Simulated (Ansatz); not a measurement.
# CH4BO− (SMILES [CH2-]BO): functionals against CCSD(T) at one geometry

A test off equilibrium: a structure displaced at random from a GFN2-xTB minimum is computed at several levels, and each is set against CCSD(T).

The runs use Ansatz 0.2.0, Gaussian basis; single points in def2-TZVPPD.

Correlated methods freeze the cores.

**1. Starting geometry**

SMILES `[CH2-]BO`, 7 atoms, charge -1, spin multiplicity 1.

Atoms are counted from 1 here; the program's logs count them from 0.

Bond lengths: C1–B2 1.435 Å, C1–H4 1.121 Å, C1–H5 1.143 Å, B2–O3 1.463 Å, B2–H6 1.213 Å, O3–H7 0.962 Å. Angles: B2–C1–H4 125.7°, B2–C1–H5 124.9°, H4–C1–H5 109.2°, C1–B2–O3 123.6°, C1–B2–H6 124.8°, O3–B2–H6 111.5°, B2–O3–H7 104.4°.

Coordinates:

| atom | x (Å) | y (Å) | z (Å) |
| --- | --- | --- | --- |
| C1 | -0.7491 | 0.2257 | -0.5023 |
| B2 | 0.2991 | 0.2826 | 0.4765 |
| O3 | 1.3138 | -0.7581 | 0.6387 |
| H4 | -0.8934 | -0.5884 | -1.2590 |
| H5 | -1.5245 | 1.0461 | -0.6794 |
| H6 | 0.4592 | 1.1883 | 1.2678 |
| H7 | 1.0843 | -1.4200 | -0.0207 |

**2. CCSD(T)/def2-TZVPPD**

Contents of run/in.yaml:

```yaml
crystal:
  periodic: [false, false, false]
  atoms:
    - {symbol: C, position_ang: [-0.749100, 0.225700, -0.502300]}
    - {symbol: B, position_ang: [0.299100, 0.282600, 0.476500]}
    - {symbol: O, position_ang: [1.313800, -0.758100, 0.638700]}
    - {symbol: H, position_ang: [-0.893400, -0.588400, -1.259000]}
    - {symbol: H, position_ang: [-1.524500, 1.046100, -0.679400]}
    - {symbol: H, position_ang: [0.459200, 1.188300, 1.267800]}
    - {symbol: H, position_ang: [1.084300, -1.420000, -0.020700]}
basis:
  gaussian: {orbitals: "def2-TZVPPD.json"}
total_charge: -1
correlation: {method: ccsd_t}
output: {forces: true}
```

The basis file named in the input lies beside it (Basis Set Exchange, JSON).

The command line of these runs was not kept.

**3. PBE0-D4/def2-TZVPPD**

run/in.yaml, as its differences from that of step 2:

```diff
@@ -13,3 +13,3 @@
 total_charge: -1
-correlation: {method: ccsd_t}
-output: {forces: true}
+hamiltonian: {xc: pbe0, dispersion: d4}
+output: {forces: true, orbitals: {seedname: orbitals}}
```

**4. wB97M-V/def2-TZVPPD**

run/in.yaml, as its differences from that of step 3:

```diff
@@ -13,3 +13,3 @@
 total_charge: -1
-hamiltonian: {xc: pbe0, dispersion: d4}
-output: {forces: true, orbitals: {seedname: orbitals}}
+hamiltonian: {xc: {name: wB97M-V}}
+output: {forces: true}
```

**5. r2SCAN-D4/def2-TZVPPD**

run/in.yaml, as its differences from that of step 4:

```diff
@@ -13,3 +13,3 @@
 total_charge: -1
-hamiltonian: {xc: {name: wB97M-V}}
+hamiltonian: {xc: r2scan, dispersion: d4}
 output: {forces: true}
```

**6. PBE-D4/def2-TZVPPD**

run/in.yaml, as its differences from that of step 5:

```diff
@@ -13,3 +13,3 @@
 total_charge: -1
-hamiltonian: {xc: r2scan, dispersion: d4}
+hamiltonian: {xc: pbe, dispersion: d4}
 output: {forces: true}
```

**7. B97M-V/def2-TZVPPD**

run/in.yaml, as its differences from that of step 6:

```diff
@@ -13,3 +13,3 @@
 total_charge: -1
-hamiltonian: {xc: pbe, dispersion: d4}
+hamiltonian: {xc: {name: B97M-V}}
 output: {forces: true}
```

**8. BLYP-D4/def2-TZVPPD**

run/in.yaml, as its differences from that of step 7:

```diff
@@ -13,3 +13,3 @@
 total_charge: -1
-hamiltonian: {xc: {name: B97M-V}}
+hamiltonian: {xc: {name: BLYP}, dispersion: d4}
 output: {forces: true}
```

(Steps that only read results are left out.)

What does the calculation give? Wanted: RMS force component; RMS force error; HOMO and LUMO, PBE0-D4; T1 diagnostic.

As calculated:

| quantity | value |
| --- | --- |
| RMS force component | 0.661 to 0.757 eV/Å over the methods |
| RMS force error | PBE0-D4 0.139, wB97M-V 0.120, r2SCAN-D4 0.109, PBE-D4 0.193, B97M-V 0.184, BLYP-D4 0.195 eV/Å |
| HOMO and LUMO, PBE0-D4 | 0.41 and 3.94 eV |
| T1 diagnostic | 0.013 |

On forces the order runs from r2SCAN-D4 to BLYP-D4. Frozen-core CCSD(T) forces in triple zeta carry basis errors of their own, and this is one geometry, so small gaps rank nothing.
